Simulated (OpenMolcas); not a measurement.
SiNH3 (SMILES N[SiH]): methods side by side

SiNH3: 5 atoms, total charge 0, spin state singlet. As SMILES, `N[SiH]`. The coordinates come from a GFN2-xTB relaxation. This is one conformer, not always the lowest.

```xyz
5

N    -0.2987   -0.4693    0.1229
Si    0.0054    1.1950    0.3897
H     0.1891   -1.0675   -0.5292
H    -1.0095   -0.9776    0.6207
H     1.1137    1.3194   -0.6042
```

Quantity: the energy change with the Si2–H5 bond stretched from 1.494 to 1.867 Å, in eV. The values are calculated.

```
                     level                   kind     program  value (eV)  less FCI/STO-3G  CPU time (all runs)
 SVWN5/STO-3G (restricted)                    LDA  OpenMolcas        0.88            -0.06                6.7 s
M06-2X/STO-3G (restricted)        hybrid meta-GGA  OpenMolcas        1.08            +0.14                8.6 s
  PBE0/STO-3G (restricted)          global hybrid  OpenMolcas        0.99            +0.05                7.3 s
B2PLYP/STO-3G (restricted)          double hybrid  OpenMolcas        1.03            +0.09                  7 s
   MP2/STO-3G (restricted)    perturbation theory  OpenMolcas        1.12            +0.18                2.9 s
  ACPF/STO-3G (restricted)  coupled cluster or CI  OpenMolcas        0.93            -0.01                3.1 s
  CISD/STO-3G (restricted)  coupled cluster or CI  OpenMolcas        1.02            +0.08                3.1 s
                FCI/STO-3G     exact in the basis  OpenMolcas        0.94             0.00                 23 s
```

FCI/STO-3G is exact within its basis and frozen core, so for wave-function methods in that basis the difference is their error; functionals converge differently with the basis, so for them it is only a difference. The first shape isn't each level's own minimum. The values span 0.88 to 1.12 eV. All rows use very small basis sets, so even the best lies far from the true value. Times are those of the runs behind each value, whatever else they computed, on shared processors of several kinds: orders of magnitude only.
